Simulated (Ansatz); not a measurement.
We consider rock-salt EuS, described by PBEsol in Ansatz (plane waves, PAW).

Numerical settings: plane-wave cutoff 500 eV, 12×12×12 k mesh, Fermi–Dirac smearing 0.05 eV, spin-polarised with parallel moments, scalar-relativistic PAW data made under PBE.

Cell (relaxed at this level):

```xyz
2
Lattice="0.0000 2.8631 2.8631 2.8631 0.0000 2.8631 2.8631 2.8631 0.0000" Properties=species:S:1:pos:R:3 pbc="T T T"
Eu     0.0000     0.0000     0.0000
S      2.8631     2.8631     2.8631
```

Question: Estimate the magnetic moment (largest site, within a sphere) that the calculation returns.

Answer: 
magnetic moment (largest site, within a sphere): 6.65 μB

The run finds no gap.

Note: the 4f shell is treated without U or exact exchange, so its levels and filling can be wrong.

Moments are spin moments.

Spin–orbit coupling is not included.

Computed values are for the static lattice.

Computing time: very roughly 90 core-seconds.

Ansatz is a quantum-chemistry and plane-wave program.
